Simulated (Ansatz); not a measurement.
Rutile CrO2 was calculated with rVV10 (PAW; Ansatz, a program for electronic structure).

Settings: plane-wave cutoff 520 eV, 12×12×18 k mesh (along the axes of the cell as run), Fermi–Dirac smearing 0.05 eV, spin-polarised with parallel moments, scalar-relativistic PAW data made under PBE.

Properties against volume:

Shape and atoms are relaxed at each volume.

```tsv
V (Å³/atom)	P (GPa)	c (Å)	a (Å)
9.333	10.53	2.913	4.384
9.527	4.96	2.928	4.419
9.721	-0.01	2.942	4.453
9.916	-4.42	2.956	4.487
10.110	-8.34	2.968	4.521
```

Note: the bulk modulus comes from volumes at which shape and atoms were relaxed.
